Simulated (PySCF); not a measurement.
# Be: ionisation energy

Be [He] 2s2 (1S) → Be⁺ [He] 2s1 (2S), as a difference of total energies. All numbers are calculated (PySCF 2.14, the non-relativistic Hamiltonian (point nucleus), in def2-QZVPPD). Correlated levels: valence: 1s2 frozen. The calculations carry no spin-orbit coupling.

```
           method  ionisation energy (eV)
              UHF                   8.043
    MP2 (valence)                   8.807
SCS-MP2 (valence)                   8.960
   CCSD (valence)                   9.283
```

Q: How much does correlation contribute at MP2 (valence)?

A: 8.807 − (8.043) = 0.764 eV, measured against UHF.

Errors of the correlated levels include the incompleteness of this basis and the frozen core.

With two correlated electrons CCSD is exact in that space.

For comparison: 9.323 eV (measured; NIST Atomic Spectra Database, ionization energies).
